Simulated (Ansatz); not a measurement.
A structure relaxed at PBE0-D4/def2-TZVP, charge 0, multiplicity 1:

```xyz
9

C    -0.300    1.328    0.511
B    -0.183    0.205   -0.563
Al    0.395   -1.818   -0.243
H    -0.382    1.018    1.554
H    -1.057    2.085    0.288
H     0.667    1.855    0.417
H    -0.381    0.558   -1.701
H     1.929   -2.262   -0.231
H    -0.689   -2.970   -0.031
```

Give its formula and SMILES.

CH6AlB, `C[BH][AlH2]`.

Summarise the bond lengths by kind.

1 × B–C 1.558 Å; 3 × C–H 1.091 to 1.106 Å; 1 × Al–B 2.128 Å; 1 × B–H 1.207 Å; 2 × Al–H 1.596 to 1.597 Å.

Computed with Ansatz.
